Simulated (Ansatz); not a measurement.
HCB, singlet: the ladder up to full CI

Geometry: a point of a stretch scan, not a stationary point.

```yaml
atoms:
  - { symbol: B, position_ang: [0.0000, 0.0956, 0.8582] }
  - { symbol: C, position_ang: [0.0000, -0.1303, -0.6460] }
  - { symbol: H, position_ang: [0.0000, 0.5266, -1.5072] }
```

Basis 6-31G; Ansatz 0.2.0. Correlated methods freeze the noble-gas cores, which leaves 8 electrons in 18 orbitals. Prefix R: restricted or restricted open-shell reference; prefix U: unrestricted. Active spaces: valence = (8e, 9o) chosen from the atoms' valence shells; pair = (2e, 2o) about the gap.

Full CI is exact within this basis and frozen core; it isn't the basis-set limit. The frozen core follows each run's orbitals, which can shift R against U totals by a few meV.

HF rows are the lowest solutions found. Coupled cluster chose its determinant by trial CCSD, here up to 0.76 eV above the lowest Hartree–Fock solution of its kind, and MP2 stands on that determinant too.

```
UHF ⟨S²⟩                            : 1.520
⟨S²⟩ of the determinant under UCCSD : 1.030
T1 diagnostic (RCCSD)               : 0.1583
largest doubles amplitude (RCCSD)   : 0.353
```

```json
{"level": "UHF†", "E − E(full CI) (kJ/mol)": "322.3", "share of correlation (%)": "–", "wall time": "0.3 s"}
{"level": "RMP2", "E − E(full CI) (kJ/mol)": "207.5", "share of correlation (%)": "62.26", "wall time": "–"}
{"level": "UMP2†", "E − E(full CI) (kJ/mol)": "94.5", "share of correlation (%)": "–", "wall time": "–"}
{"level": "RCCSD*", "E − E(full CI) (kJ/mol)": "51.2", "share of correlation (%)": "90.69", "wall time": "–"}
{"level": "UCCSD*†", "E − E(full CI) (kJ/mol)": "14.6", "share of correlation (%)": "–", "wall time": "–"}
{"level": "RCCSD(T)*", "E − E(full CI) (kJ/mol)": "-13.2", "share of correlation (%)": "102.40", "wall time": "1.8 s"}
{"level": "UCCSD(T)*†", "E − E(full CI) (kJ/mol)": "-7.2", "share of correlation (%)": "–", "wall time": "2.1 s"}
{"level": "BCCD(T)", "E − E(full CI) (kJ/mol)": "2.7", "share of correlation (%)": "99.51", "wall time": "0.75 s"}
{"level": "RCCSDT*", "E − E(full CI) (kJ/mol)": "4.0", "share of correlation (%)": "99.27", "wall time": "–"}
{"level": "UCCSDT*†", "E − E(full CI) (kJ/mol)": "-27.5", "share of correlation (%)": "–", "wall time": "–"}
{"level": "RCCSDT(Q)*", "E − E(full CI) (kJ/mol)": "-5.9", "share of correlation (%)": "101.08", "wall time": "1.2 s"}
{"level": "UCCSDT(Q)*†", "E − E(full CI) (kJ/mol)": "-35.5", "share of correlation (%)": "–", "wall time": "4.8 s"}
{"level": "RCCSDTQ*", "E − E(full CI) (kJ/mol)": "0.4", "share of correlation (%)": "99.92", "wall time": "9 s"}
{"level": "UCCSDTQ*†", "E − E(full CI) (kJ/mol)": "-34.2", "share of correlation (%)": "–", "wall time": "64 s"}
{"level": "CASSCF (pair space)", "E − E(full CI) (kJ/mol)": "396.3", "share of correlation (%)": "27.93", "wall time": "–"}
{"level": "NEVPT2 (pair space)", "E − E(full CI) (kJ/mol)": "91.6", "share of correlation (%)": "83.34", "wall time": "0.33 s"}
{"level": "MRCISD (pair space)", "E − E(full CI) (kJ/mol)": "44.0", "share of correlation (%)": "92.00", "wall time": "–"}
{"level": "MRCISD+Q (pair space)", "E − E(full CI) (kJ/mol)": "-1.1", "share of correlation (%)": "100.21", "wall time": "0.45 s"}
{"level": "CASSCF (valence space)", "E − E(full CI) (kJ/mol)": "98.0", "share of correlation (%)": "82.18", "wall time": "–"}
{"level": "NEVPT2 (valence space)", "E − E(full CI) (kJ/mol)": "25.8", "share of correlation (%)": "95.31", "wall time": "2.9 s"}
{"level": "MRCISD (valence space)", "E − E(full CI) (kJ/mol)": "3.1", "share of correlation (%)": "99.44", "wall time": "–"}
{"level": "MRCISD+Q (valence space)", "E − E(full CI) (kJ/mol)": "1.1", "share of correlation (%)": "99.79", "wall time": "4.1 s"}
```

An asterisk marks runs whose energy the program itself flagged as in doubt. A dagger marks rows that describe another state than the reference (another or a broken symmetry, a higher spin or other natural occupations), so the difference isn't the method's error.

The correlation energy at full CI, counted from the determinant under the R cluster runs, is -5.699 eV. That run took 31 s on 1 thread of Arm Neoverse V1, shared host over 4,682,448 determinants.

Run but not shown, since their state or frozen core can't be matched to the reference's or they repeat it: RHF, CISD.

Times hold each run's SCF and search for its determinant on a shared host, so for small cases they say little of a method's own cost; they ran on 1 thread of Arm Neoverse V1.

More than 5 meV below full CI, which no variational method can be: RCCSD(T), RCCSDT(Q), MRCISD+Q (pair space).

Unrestricted levels hold only the spin's projection, and here they fall towards a lower state of higher spin.

The full-CI state has the irrep A' of Cs, in the program's axes.

Natural occupations of full CI about the gap: 1.971 1.959 1.836 1.512 0.467 0.155 0.030 0.021 0.020 0.007; effectively unpaired electrons, Σ n²(2−n)², 1.25. No single determinant describes this state well, so single-reference rows can miss without a flag.
